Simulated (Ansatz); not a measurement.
System: 2H WS2. Method: r²SCAN (plane waves, PAW; Ansatz, a quantum-chemistry and plane-wave program).

Numerical settings: plane-wave cutoff 560 eV, 12×12×4 k mesh (along the axes of the cell as run), Fermi–Dirac smearing 0.01 eV, no spin polarisation, scalar-relativistic PAW data made under PBE.

Properties against volume:

Shape and atoms are relaxed at each volume.

```json
[
 {"V (Å³/atom)": "18.339", "P (GPa)": "1.07", "direct gap at Γ (eV)": "2.457", "smallest gap on the k mesh (eV)": "1.210", "c (Å)": "12.621"},
 {"V (Å³/atom)": "18.721", "P (GPa)": "0.44", "direct gap at Γ (eV)": "2.500", "smallest gap on the k mesh (eV)": "1.292", "c (Å)": "12.842"},
 {"V (Å³/atom)": "19.103", "P (GPa)": "0.01", "direct gap at Γ (eV)": "2.545", "smallest gap on the k mesh (eV)": "1.373", "c (Å)": "13.074"},
 {"V (Å³/atom)": "19.485", "P (GPa)": "-0.29", "direct gap at Γ (eV)": "2.592", "smallest gap on the k mesh (eV)": "1.415", "c (Å)": "13.315"},
 {"V (Å³/atom)": "19.867", "P (GPa)": "-0.45", "direct gap at Γ (eV)": "2.638", "smallest gap on the k mesh (eV)": "1.456", "c (Å)": "13.562"}
]
```

The fundamental gap (1.37 eV at the equilibrium volume, with added k points) lies elsewhere than Γ–Γ.

Note: for a layered or molecular solid the relaxed cell lies over 5 % above the published volume, where the minimum can be shallow; the cell comes from a level without a dispersion term, which matters for the spacing of layers, chains or molecules; the bulk modulus comes from volumes at which shape and atoms were relaxed.

Spin–orbit coupling is not included.
